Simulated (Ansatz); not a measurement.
# AlH2S2: the cost of one run

Program: Ansatz 0.2.0. Level of theory: UKS r2SCAN/6-31G*. These are calculated values, not measurements.

## 1. The system as given

Bond lengths: S1–Al2 2.261 Å, Al2–S3 2.236 Å, S1–H4 1.368 Å, S3–H5 1.420 Å. Angles: S1–Al2–S3 118.1°, Al2–S1–H4 90.3°, Al2–S3–H5 93.5°.

Coordinates:

```xyz
5

S    -1.6203   -0.7567   -0.7923
Al   -0.3356    0.8326    0.1739
S     1.7726    0.3069    0.6999
H    -2.0474   -1.1714    0.4390
H     2.2807    0.7151   -0.5619
```

## 2. Relaxing end A

input.yaml reads:

```yaml
crystal:
  periodic: [false, false, false]
  atoms:
    - { symbol: S, position_ang: [-1.6203, -0.7567, -0.7923] }
    - { symbol: Al, position_ang: [-0.3356, 0.8326, 0.1739] }
    - { symbol: S, position_ang: [1.7726, 0.3069, 0.6999] }
    - { symbol: H, position_ang: [-2.0474, -1.1714, 0.439] }
    - { symbol: H, position_ang: [2.2807, 0.7151, -0.5619] }
magnetization:
  spin_polarized: true
  initial_magnetization: 1
basis:
  gaussian: { orbitals: "6-31G*" }
hamiltonian:
  xc: r2scan
relax:
  f_tol: 0.015
  max_steps: 40
```

Command:

```bash
> ansatz run input.yaml --threads 1 --pin off --max-ram 2048MiB --backend cpu --events-out ev --progress --plain --runs-dir out
```

Q: Estimate wall time and peak memory on 1 thread of Intel Xeon Platinum 8488C (Sapphire Rapids), shared host.

About 1.9 min, with a peak of 0.18 GiB.
